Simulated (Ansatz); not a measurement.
The first iterations of a band of ClH3Si (5 atoms, charge 0, multiplicity 1).

Computed with RKS PBE0/cc-pVDZ in Ansatz.

```yaml
movable_images: 7
climbing_image: yes
spring: 5.0 eV/Å²
optimiser: quadratic models (default)
start_path: through a guess of the saddle point
force_threshold: 0.05 eV/Å
iteration_limit: 60
end_points: relaxed
```

First end point:

```xyz
5
Properties=species:S:1:pos:R:3
Si 0.285 0.000 0.085
Cl 0.677 0.000 2.134
H 1.592 0.000 -0.637
H -0.501 1.227 -0.242
H -0.501 -1.227 -0.242
```

Last end point:

```xyz
5
Properties=species:S:1:pos:R:3
Si -0.246 0.000 -0.786
Cl 1.344 0.000 1.302
H 2.473 0.000 0.667
H -1.010 1.109 -0.043
H -1.010 -1.109 -0.043
```

| iteration | highest image above the first end (eV) | largest band force component (eV/Å) |
| --- | --- | --- |
| 1 | 4.162 | 5.902 |
| 2 | 3.324 | 2.980 |
| 3 | 3.242 | 1.471 |

**Question.** Does the band converge within its limit, and where does its top end?

**Answer.** The forces met the threshold. It ended after 10 iterations with the highest image 3.042 eV above the first end. Neighbouring images differ by up to 1.2 eV, so the band resolves the path poorly. A vibrational analysis at the climbing image gives one clearly imaginary mode, 328i cm⁻¹: a first-order saddle point. The orbitals stay closed-shell, which can raise the energy where a bond breaks towards radicals; this wasn't checked here.

Run time: 100 s on 1 thread of Arm Neoverse V1, on a shared host, peak memory 0.1 GiB.
